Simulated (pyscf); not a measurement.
Thermochemistry of product channels of `[OH][B]([OH])[OH]` + `[CH2]=[CH2]` on the singlet surface, in kcal/mol, from ωB97M-D3(BJ)/def2-TZVP energies (ideal gas, 1 atm, RRHO with modes under 100 cm⁻¹ raised to 100, one conformer, R ln 2 for chiral ones without a mode under 150 cm⁻¹). Single points on ωB97X-D3(BJ)/def2-SVP structures (PySCF, gas phase).

```
products                          ΔE  ΔH(298 K)  ΔG(298 K)  ΔG(900 K)
-----------------------------  -----  ---------  ---------  ---------
`[CH3][CH2][O][B]([OH])[OH]`   -16.8      -13.9       -3.4      +17.8
`[OH][CH2][CH2][B]([OH])[OH]`   +9.6      +12.7      +23.8      +46.0
```

The channel to H₃C–CH₂–O–B(OH)–OH turns unfavourable between 298 and 1200 K (ΔG from -3.4 kcal/mol to +28.0 kcal/mol).

These are energies of the channels, which say nothing of barriers.
